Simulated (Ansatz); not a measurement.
A nudged elastic band was laid between two geometries of CH$_{8}$BN (11 atoms, charge 0, multiplicity 1).

The calculation used RKS r2SCAN/6-31G* in Ansatz.

| Quantity | Value |
| --- | --- |
| movable images | 5 |
| climbing image | yes |
| spring | 50.0 eV/Å² |
| optimiser | quadratic models (default) |
| start path | through a guess of the saddle point |
| force threshold | 0.05 eV/Å |
| iteration limit | 60 |
| end points | relaxed |

First end point:

```xyz
11
Properties=species:S:1:pos:R:3
B -0.833 1.047 -0.208
N -0.353 -0.500 0.071
C 1.115 -0.666 0.156
H -2.046 0.995 -0.246
H -0.323 1.345 -1.271
H -0.401 1.683 0.735
H -0.788 -0.823 0.937
H -0.725 -1.093 -0.673
H 1.476 -0.021 0.961
H 1.544 -0.317 -0.786
H 1.399 -1.708 0.343
```

Last end point:

```xyz
11
Properties=species:S:1:pos:R:3
B -0.823 1.046 -0.252
N -0.295 -0.509 -0.183
C 1.060 -0.656 0.397
H -0.824 1.426 0.903
H -1.932 0.976 -0.744
H -0.012 1.620 -0.953
H -0.964 -1.055 0.362
H -0.310 -0.899 -1.127
H 1.038 -0.235 1.404
H 1.748 -0.065 -0.212
H 1.379 -1.704 0.427
```

(1) Which bonds break or form, and what moves?

(2) What energy profile does the band end with?

(3) What is the geometry of the highest image?

Results:

(1) No bond is made or broken. The dihedral H4–B1–N2–C3 goes from 180 to -60°. The two ends are copies of one structure, up to a mirror image or an exchange of like atoms.

(2) It converged. The highest image is number 3 of 0 to 6, 0.119 eV above the ends, which have the same energy within 2 meV. Another band between the same ends (5 images) ends at a top of the same energy, where a vibrational analysis finds 1 clearly imaginary mode.

```tsv
image	path coordinate (Å)	energy (eV)	dihedral H4–B1–N2–C3 (°)
0	0.00	0.000	180
1	0.60	0.028	-161
2	1.20	0.089	-141
3	1.81	0.119	-120
4	2.41	0.088	-99
5	3.01	0.028	-79
6	3.61	0.000	-60
```

(3) 
```xyz
11
Properties=species:S:1:pos:R:3:forces:R:3
B -0.840 1.063 -0.252 -0.01 0.00 0.00
N -0.320 -0.520 -0.085 0.02 -0.02 0.00
C 1.097 -0.666 0.320 -0.02 0.00 0.00
H -1.748 1.185 0.545 0.00 0.00 0.00
H -1.192 1.162 -1.409 0.00 0.00 0.00
H 0.125 1.749 0.015 0.00 -0.01 0.00
H -0.917 -0.987 0.598 0.00 0.01 -0.01
H -0.471 -1.005 -0.969 0.00 0.01 0.00
H 1.230 -0.150 1.273 0.00 0.00 0.00
H 1.715 -0.168 -0.429 0.00 0.00 0.00
H 1.386 -1.720 0.415 0.00 0.00 0.00
```

Time of the run: 51 s on 1 thread of Intel(R) Xeon(R) 6975P-C (Granite Rapids), with other jobs on the host, peak memory 0.22 GiB.
